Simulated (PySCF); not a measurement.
Unrelated species, one level of theory. Method: TDDFT wB97X-D/def2-SVPD, vertical, gas phase, core orbitals frozen in the response (PySCF). Geometries: GFN2-xTB; one conformer of each isolated species. Triplets are in the Tamm–Dancoff approximation. 'Strongest' means the level of largest summed f among the lowest 8 singlets; it needn't be the same kind of state in each.

Problem. Rank by computed lowest singlet excitation energy, lowest first.
A. `C#Cc1nn(C)cp1`
B. `C/C=N/COC=O`
C. `O=C(N)C1COC1`
D. `C=C(OC)C(N)=O`
E. `O=CC=O`

Solution. E (2.72 eV), D (5.06 eV), A (5.24 eV), B (5.51 eV), C (5.64 eV).

```tsv
SMILES	S1 (eV)	first f ≥ 0.01 (nm)	gap (eV)	f (strongest)	LUMO (eV)	α (au)	S1 mainly
O=CC=O	2.72	152	8.51	0.33	-1.40	30.8	H→L (98%)
C=C(OC)C(N)=O	5.06	210	10.00	0.19	1.00	65.3	H-1→L (95%)
C#Cc1nn(C)cp1	5.24	237	9.30	0.25	0.79	97.9	H→L (84%)
C/C=N/COC=O	5.51	159	11.20	0.26	1.52	65.4	H→L (90%)
NC(=O)C1COC1	5.64	166	11.44	0.12	2.13	59.5	H→L (79%)
```

H and L stand for HOMO and LUMO.
